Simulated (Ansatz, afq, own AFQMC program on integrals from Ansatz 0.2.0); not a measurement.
Atomization energy of WO, quintet

```csv
atom,x (Å),y (Å),z (Å)
W,0.0000,0.0000,0.0000
O,0.0000,0.0000,1.7032
```

Atoms in their ground-state spins without spin–orbit coupling (mostly on UHF) minus the molecule (ROHF), without zero-point energy. The geometry is a stationary point, not shown to be a minimum.

Basis def2-SVP with its core potentials. Noble-gas cores (and the filled d shells of Ga–Kr and In–Xe) are frozen. AFQMC by an in-house program on the Cholesky factors that Ansatz 0.2.0 writes for its CCSD(T) run. The CISD trial takes its coefficients from CCSD amplitudes. Released means that phaseless walkers are propagated on without the constraint, phases kept. Error bars are statistical, one sigma. No spin–orbit coupling. The metal's outer-core s and p shells are frozen, which shifts wave-function levels against functionals. The errors of all members are added in quadrature.

No full CI on the walks' own integrals is used here; CCSDT(Q) serves as the reference and is uncertain by about the last step of the cluster series. Each member takes its own surest rung, up to full CI.

Errors are counted within def2-SVP, not against nature.

Cautions: no spin-orbit coupling; outer-core shells of the metal frozen; WO (quintet): lower spins were not checked, a spin-contaminated unrestricted determinant lies lower (UHF 344 meV lower, ⟨S²⟩ 6.27), raised T1 diagnostic (T1 0.046, weight of the determinant 0.85, largest double 0.08), CCSDT(Q) on the UHF determinant differs (133 meV lower), by its state or its frozen core.

Reference (CCSDT(Q)): 120.3 kcal/mol.

```tsv
level	atomization energy (kcal/mol)	error against CCSDT(Q) (kcal/mol)
HF	31.4	-89.0
MP2	132.5	12.1
CCSD	111.3	-9.0
CCSD(T)	120.5	0.1
CCSDT	120.7	0.3
ph-AFQMC/CISD	120.0 ± 0.8	-0.3 ± 0.8
released AFQMC	120.0 ± 1.1	-0.4 ± 1.1
```

Correlation beyond CCSD(T) takes off 0.1 kcal/mol. The perturbative (T) step is worth +9.1 kcal/mol.

A walk keeps the symmetry of its determinant, which the program's search chose and which needn't be the lowest solution, so a lower state of the same spin and another symmetry isn't excluded. Released energies are given only where the last usable release times agree within the noise; a slower fall can still hide under it.
